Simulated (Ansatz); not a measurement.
Results of PBEsol-D3(BJ) (plane waves, PAW; Ansatz, a quantum-chemistry and plane-wave program) for fcc Pb.

Settings: plane-wave cutoff 520 eV, 20×20×20 k mesh, Fermi–Dirac smearing 0.05 eV, scalar-relativistic PAW data made under PBE.

Energies at three volumes about the minimum:

| V (Å³/atom) | E − E_lowest (meV/atom) |
|---|---|
| 27.943 | 2.14 |
| 28.513 | 0.00 |
| 29.083 | 1.81 |

### Question
Fit a parabola by hand: where is the minimum, what lattice constant follows, and what is the bulk modulus?

### Answer
Slopes: (0.00 − 2.14)/(28.513 − 27.943) = -3.754 and (1.81 − 0.00)/(29.083 − 28.513) = 3.175 meV/Å³. Curvature E″ = 2 × (3.175 − (-3.754))/(29.083 − 27.943) = 12.156 meV/Å⁶. From the middle of the first interval, the slope vanishes at V0 = 28.2280 − (-3.754)/12.156 = 28.537 Å³/atom. B = V0 E″ = 28.537 × 12.156 meV/Å³ × 0.1602 GPa per meV/Å³ = 55.6 GPa. With 4 atoms in the cube, a = (4 × 28.537)^(1/3) = 4.851 Å. The full Birch–Murnaghan fit to all volumes gives V0 = 28.526 Å³/atom and B0 = 55.2 GPa.

Measured, for comparison: bulk modulus 47 GPa (corrected for temperature and zero-point phonon effects; as tabulated in Levämäki et al. (2014), arXiv:1402.3671); lattice constant a 4.902 Å (low-temperature or extrapolated to 0 K; zero-point anharmonic expansion removed, our sources range from 4.902 to 4.912; as tabulated in Csonka et al. (2009), arXiv:0903.4037). Computed (rounded) less measured: bulk modulus +17 %.
